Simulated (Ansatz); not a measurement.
Ansatz (a program for electronic structure) input (CCSD(T)/cc-pCVDZ): A basis named .json is the Basis Set Exchange file of that set (core-valence sets with the plain set on hydrogen).

Ansatz 0.2 input:
```yaml
crystal:
  periodic: [false, false, false]
  atoms:
    - {symbol: Si, position_ang: [-0.00000000, -0.00000000, 0.00000000]}
    - {symbol: H, position_ang: [0.87559489, 0.85467525, 0.83309847]}
    - {symbol: H, position_ang: [-0.82219976, -0.86546541, 0.87529791]}
    - {symbol: H, position_ang: [-0.88619780, 0.85452031, -0.82197187]}
    - {symbol: H, position_ang: [0.83280267, -0.84373015, -0.88642451]}
basis:
  gaussian:
    orbitals: cc-pCVDZ.json
magnetization: {spin_polarized: false}
correlation: {method: ccsd_t, electrons: outside_noble_gas}
```

Output:

```
Functional definition: HF
integrals: 0.01 GiB planned
421 factors; integrals over basis functions are off by at most 9.9e-4 eV
mean field: 0.08 GiB planned
mean field evaluation 1: about -7924.5905 eV, gradient 9.6e0 eV
mean field evaluation 2: about -7924.5951 eV, gradient 9.6e0 eV
mean field evaluation 4: about -7925.1468 eV, gradient 3.3e-1 eV
mean field evaluation 8: about -7925.1473 eV, gradient 5.2e-5 eV
mean field evaluation 16: about -7925.1473 eV, gradient 3.0e-6 eV
mean field -7925.14727409 eV, -291.2437904652 hartree, gradient 3.0e-6 eV, S^2 0.000000; 0 other end points of the search recorded, 0 dependent functions left out
5 core orbitals not correlated
reference -7925.14727409 eV, -291.2437904652 hartree; 4, 4 occupied and 38, 38 virtual orbitals, 421 factors
second order -3.18227342 eV of doubles, -0.00000000 eV of singles
coupled cluster: 0.08 GiB planned
cycle   1  -3.80213595 eV  change   -6.2e-1 eV  update   5.4e-2
cycle   2  -4.01934076 eV  change   -2.2e-1 eV  update   1.8e-2
cycle   3  -4.02292775 eV  change   -3.6e-3 eV  update   4.0e-3
cycle   4  -4.02209697 eV  change    8.3e-4 eV  update   1.1e-3
cycle   5  -4.02188396 eV  change    2.1e-4 eV  update   3.0e-4
cycle   6  -4.02182606 eV  change    5.8e-5 eV  update   5.3e-5
cycle   7  -4.02184591 eV  change   -2.0e-5 eV  update   8.0e-6
cycle   8  -4.02184511 eV  change    7.9e-7 eV  update   1.8e-6
perturbative correction -0.06737931 eV, -0.0024761439 hartree
Total energy: -7929.23649851 eV, -291.3940666909 hartree
```
